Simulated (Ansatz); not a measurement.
**The cluster CSi2: reading failed and doubtful runs**

Aim: try 2 inputs for the cluster CSi2 as typed, read how each ends, and find what has to change.

Method: the settings change from run to run; program: Ansatz 0.2.0, Gaussian basis.

1 further run of the same task is left out (set aside as unsound or not needed).

### 1 The molecule

An earlier PBE0-D4 in a triple-zeta def2 set relaxation fixed the geometry.

3 atoms, charge 0, spin multiplicity 1.

Atoms are counted from 1 here; the program's logs count them from 0.

Bond lengths: Si1–C3 1.690 Å, Si2–C3 1.690 Å. Angles: Si1–C3–Si2 120.3°.

### 2 Attempt 1

in.yaml

```yaml
crystal:
  periodic: [true, true, true]
  atoms:
    - {symbol: Si, position_ang: [-1.069872, 0.913776, -0.498080]}
    - {symbol: Si, position_ang: [1.125089, -0.483473, 0.853287]}
    - {symbol: C, position_ang: [-0.055227, -0.430304, -0.355217]}
basis:
  gaussian: {orbitals: def2-mTZVP, nuclear_model: gaussian}
magnetization: {spin_polarized: true, initial_magnetization: 2}
hamiltonian: {xc: {name: PBE0}}
correlation: {method: rpa, electrons: all}
scf: {omitted_lower_state_checks: [starts]}
```

Started as:

```
$ ansatz run in.yaml --threads 4 --pin off --events-out ev --progress --plain --max-ram 3916MiB
```

Standard output:

```text
Error: YAML parse error: error: line 2 column 3: crystal: missing field `lattice` (a structure is typed as `lattice` and `atoms`, a molecule's as `atoms` in Å alone, or read from a run's directory, `checkpoint`)
 --> <input>:2:3
  |
1 | crystal:
2 |   periodic: [true, true, true]
  |   ^ crystal: missing field `lattice` (a structure is typed as `lattice` and `atoms`, a molecule's as `atoms` in Å alone, or read from a run's directory, `checkpoint`)
3 |   atoms:
4 |     - {symbol: Si, position_ang: [-1.069872, 0.913776, -0.498080]}
  |
```

Wall time 0.05 s (4 threads of Arm Neoverse V2, shared host).

Diagnosis: The program refused the input. The molecule is marked periodic without a cell. It also asks for charge 0 and multiplicity 3, another species or state than the molecule above. To mend it, set periodic to false, or give a lattice, and set charge and spin to those of the species named.

### 3 Attempt 2

in.yaml

```yaml
crystal:
  periodic: [false, false, false]
  atoms:
    - {symbol: Si, position_ang: [-1.069872, 0.913776, -0.498080]}
    - {symbol: Si, position_ang: [1.125089, -0.483473, 0.853287]}
    - {symbol: C, position_ang: [-0.055227, -0.430304, -0.355217]}
basis:
  gaussian: {orbitals: cc-pVTZ-rifit}
hamiltonian: {xc: {name: SVWN5}, pseudopotentials: {relativity: scalar}}
scf: {omitted_lower_state_checks: [starts]}
output: {forces: true}
```

Launched as before.

Standard output:

```text
Functional definition: SVWN5
  name "SVWN5"
  cite "Dirac, Proc. Camb. Phil. Soc. 26, 376 (1930) doi:10.1017/S0305004100016108"
  cite "Slater, Phys. Rev. 81, 385 (1951) doi:10.1103/PhysRev.81.385"
  cite "Vosko, Wilk & Nusair, Can. J. Phys. 58, 1200 (1980) doi:10.1139/p80-159"
  exchange = slater_x
  correlation = vwn5_c
these checks for a lower state are left out or cut short: starts
1220 factors; their error is unknown
mean field evaluation 1: about -16443.3448 eV, gradient 6.8e1 eV
mean field evaluation 2: about -16367.9352 eV, gradient 1.3e2 eV
mean field evaluation 4: about -16454.4048 eV, gradient 1.3e1 eV
mean field evaluation 8: about -16454.8003 eV, gradient 2.3e-1 eV
mean field evaluation 16: about -16454.8002 eV, gradient 4.0e-5 eV
mean field -16454.80017336 eV, -604.7027529069 hartree, gradient 4.0e-5 eV, S^2 0.000000; 0 other end points of the search recorded, 0 dependent functions left out
the calculation of the forces begins
reference -16454.80018997 eV, -604.7027535173 hartree; 17, 17 occupied and 308, 308 virtual orbitals, 1220 factors
Total energy: -16454.80018997 eV, -604.7027535173 hartree
Relativity: scalar
Atom 0 at    -1.069872     0.913776    -0.498080 Å, force     0.158686    -0.217870     0.017056 eV/Å
Atom 1 at     1.125089    -0.483473     0.853287 Å, force    -0.186415     0.001811    -0.195412 eV/Å
Atom 2 at    -0.055227    -0.430304    -0.355217 Å, force     0.027729     0.216059     0.178357 eV/Å
Dipole moment:     0.011605     0.090421     0.074643 e Å
Checks for a lower state left out: starts
```

Wall time 1.6 s (4 threads of Arm Neoverse V2, shared host).

What is wrong: The run converged, but a converged run isn't a right one. The set cc-pVTZ-rifit is made for fitting, not for orbitals. Its energy is that of an unsuitable basis. Cure: name an orbital basis such as cc-pVTZ, and keep the fitting set for the fitting key.

### 4 How the tries ended

```tsv
attempt	level	ended	cause	time
1	RPA/def2-mTZVP	refused	the molecule is marked periodic without a cell	0.05 s
2	SVWN5/cc-pVTZ-rifit	converged	the set cc-pVTZ-rifit is made for fitting, not for orbitals	1.6 s
```

**Reading.** 1 refused, 1 converged. A refusal costs next to no computing time. The dangerous case is the input that converges on a wrong geometry, charge, spin, basis or grid: often only a look at the input shows it.
